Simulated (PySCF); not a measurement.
Structure with atom numbers: `[CH3:1][NH:2][AlH2:3]`. Hydrogens are named by the atom that carries them.

All values are calculated (PySCF): coordinates at the PBE0-D3(BJ)/def2-SVP level, shieldings: GIAO PBE/pcSseg-2. Rapidly exchanging positions averaged, gas phase, one conformer, non-relativistic Hamiltonian.

Chemical shifts δ = σref − σ; TMS for $^{13}$C (σ = 179.39 ppm) and $^{1}$H (σ = 31.18 ppm); NH3 for $^{15}$N (σ = 261.04 ppm); $^{27}$Al (σ = 478.43 ppm) vs AlH4-, all at this level.

| atoms | nucleus | count | δ (ppm) |
| --- | --- | --- | --- |
| Al3 | $^{27}$Al | 1 | 138.1 |
| H(N2) | $^{1}$H | 1 | 2.58 |
| C1 | $^{13}$C | 1 | 36.8 |
| H(C1) | $^{1}$H | 3 | ? |
| H(Al3) | $^{1}$H | 2 | ? |
| N2 | $^{15}$N | 1 | 95.3 |

Question: Estimate the values marked ?.

Answer: 
- H(Al3): 4.50 ppm, hydrogen on an aluminium bonded to N
- H(C1): 3.10 ppm, hydrogen on a methyl carbon bonded to N; its carbon carries N, which withdraws density

The OH or NH signal is concentration- and solvent-dependent in practice; the value given is the gas-phase one. Hydrides on Al or Ga are broadened by the quadrupolar metal nucleus. Shifts are as computed, not scaled to solution data. Of 1211 compounds with measured shifts, 218 miss one by over three times the rms of a fit or turn the order of signals round; such compounds aren't used in these exercises. Experimental scales use liquid or dissolved standards, which lie at an offset from isolated NH3 (liquid NH3: subtract about 20 ppm).
